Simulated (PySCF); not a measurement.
Compound: C₄H₇O₂ (charge -1).
SMILES with atom numbers: `[CH2:1]=[C:2]([O-:3])[CH2:4][O:5][CH3:6]` (hydrogens: H7, H8 on C1; H9, H10 on C4; H11, H12, H13 on C6)

Cartesian coordinates in Å at the GFN2-xTB level; atoms count from 1:
```
atom  x, y, z in Å
C1     1.559    0.941    0.191
C2     1.220   -0.347   -0.057
O3     1.776   -1.408    0.361
C4    -0.011   -0.551   -0.991
O5    -1.171    0.231   -0.689
C6    -1.593    0.051    0.631
H7     2.392    1.197    0.829
H8     1.000    1.759   -0.239
H9     0.243   -0.276   -2.021
H10   -0.281   -1.621   -0.969
H11   -0.788    0.296    1.335
H12   -2.443    0.717    0.792
H13   -1.906   -0.990    0.810
```

A PySCF run (density fitting, gas phase, GFN2-xTB geometry) gave HOMO -0.10 eV, LUMO 2.70 eV and E = -306.705 Eh.

Question: Which of these levels was it?
A. LDA/ANO-RCC-VDZP
B. PW91/def2-SVP
C. PBE0/aug-pcSseg-1

Answer: C. It is PBE0/aug-pcSseg-1. All candidates on this geometry:

```json
{"level and settings": "LDA/ANO-RCC-VDZP, grid level 4", "kind": "LDA", "basis functions": "119", "SCF cycles": "16", "E (Eh)": "-304.6265", "HOMO (eV)": "1.24", "LUMO (eV)": "3.43"}
{"level and settings": "PBE0/aug-pcSseg-1", "kind": "global hybrid", "basis functions": "219", "SCF cycles": "16", "E (Eh)": "-306.7052", "HOMO (eV)": "-0.10", "LUMO (eV)": "2.70"}
{"level and settings": "PW91/def2-SVP", "kind": "GGA", "basis functions": "119", "SCF cycles": "16", "E (Eh)": "-306.7098", "HOMO (eV)": "1.76", "LUMO (eV)": "5.23"}
```

The nearest other candidate, by the summed differences of HOMO and LUMO, is LDA/ANO-RCC-VDZP: its HOMO differs by +1.34 eV and its LUMO by +0.73 eV. Cycle counts include a coarse-grid stage where the run had one. ANO-RCC sets were contracted for a scalar-relativistic Hamiltonian, but ran non-relativistically here. The HOMO energy is positive at LDA/ANO-RCC-VDZP and PW91/def2-SVP; such an orbital is held in place by the finite basis.
